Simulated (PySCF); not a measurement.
Gas-phase reaction: 2 SiCl3F → SiCl2F2 + 4 Cl + Si

Energies from PySCF, thermal terms from the rigid-rotor harmonic-oscillator model, ideal gas at 1 bar. † marks an energy on the PBE0/def2-TZVP geometry and frequencies. MP2 freezes the core. Open shells (unrestricted): Cl (multiplicity 2, electronic degeneracy 6), Si (multiplicity 3, electronic degeneracy 9); the rest are closed-shell singlets. Spin-orbit splitting is ignored; it lowers the true energy and changes the entropy of Cl, Si. MP2 isn't extrapolated to the basis-set limit; its ΔH°(298 K) is 1496.5 kJ in def2-SVP and 1634.1 kJ in def2-TZVPP. The harmonic model lacks anharmonicity and excited electronic states, which grow with temperature; levels with a mode under 35 cm⁻¹ are left out.

ΔH° and ΔS° at 298 K: M06-2X/def2-TZVP† 1613 kJ, 502 J/K; MP2/def2-TZVPP† 1634 kJ, 502 J/K; PBE/def2-TZVP† 1612 kJ, 502 J/K.

Q: With the heat capacities included, give log10 K (1 bar) at 500, 800, 1200, 2000, 2500 K from M06-2X/def2-TZVP†, MP2/def2-TZVPP†, PBE/def2-TZVP†.

A: 
```csv
T (K),M06-2X/def2-TZVP†,MP2/def2-TZVPP†,PBE/def2-TZVP†
500,-142.3,-144.5,-142.1
800,-79.0,-80.4,-78.9
1200,-43.9,-44.8,-43.8
2000,-15.8,-16.3,-15.7
2500,-7.4,-7.8,-7.3
```
